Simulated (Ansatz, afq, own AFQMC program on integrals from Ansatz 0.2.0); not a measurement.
## Atomization energy of NO, doublet

```xyz
2

N     0.0000    0.0000    0.0000
O     0.0000    0.0000    1.1398
```

Atoms in their ground-state spins without spin–orbit coupling (mostly on UHF) minus the molecule (UHF), without zero-point energy. The geometry is a stationary point, not shown to be a minimum.

Basis cc-pVTZ. Only valence electrons are correlated. AFQMC by an in-house program on the Cholesky factors that Ansatz 0.2.0 writes for its CCSD(T) run. ph-AFQMC/CISD is guided by a CISD state made of CCSD amplitudes; releasing the constraint for a short imaginary time cuts its bias at the price of noise, slowly where states lie close. Uncertainties: one standard error, sampling alone. The errors of all members are added in quadrature.

No full CI on the walks' own integrals is used here; CCSDT(Q) serves as the reference and is uncertain by about the last step of the cluster series. Each member takes its own surest rung, up to full CI.

Errors are counted within cc-pVTZ, not against nature.

Cautions: NO (doublet): its ph-AFQMC/CISD value lies 26 ± 5 meV above CCSDT(Q); other spins of the molecule weren't checked.

Reference (CCSDT(Q)): 6.224 eV.

```json
{"level": "HF", "atomization energy (eV)": "2.329", "error against CCSDT(Q) (eV)": "-3.895"}
{"level": "MP2", "atomization energy (eV)": "6.586", "error against CCSDT(Q) (eV)": "0.362"}
{"level": "CCSD", "atomization energy (eV)": "5.845", "error against CCSDT(Q) (eV)": "-0.379"}
{"level": "CCSD(T)", "atomization energy (eV)": "6.198", "error against CCSDT(Q) (eV)": "-0.026"}
{"level": "CCSDT", "atomization energy (eV)": "6.187", "error against CCSDT(Q) (eV)": "-0.037"}
{"level": "ph-AFQMC/HF", "atomization energy (eV)": "6.251 ± 0.031", "error against CCSDT(Q) (eV)": "0.027 ± 0.031"}
{"level": "ph-AFQMC/CISD", "atomization energy (eV)": "6.205 ± 0.005", "error against CCSDT(Q) (eV)": "-0.019 ± 0.005"}
{"level": "released AFQMC", "atomization energy (eV)": "6.214 ± 0.009", "error against CCSDT(Q) (eV)": "-0.010 ± 0.009"}
```

Correlation beyond CCSD(T) adds 0.026 eV. The perturbative (T) step is worth +0.353 eV.

A walk keeps the symmetry of its determinant, which the program's search chose and which needn't be the lowest solution, so a lower state of the same spin and another symmetry isn't excluded. Released energies are given only where the last usable release times agree within the noise; a slower fall can still hide under it.
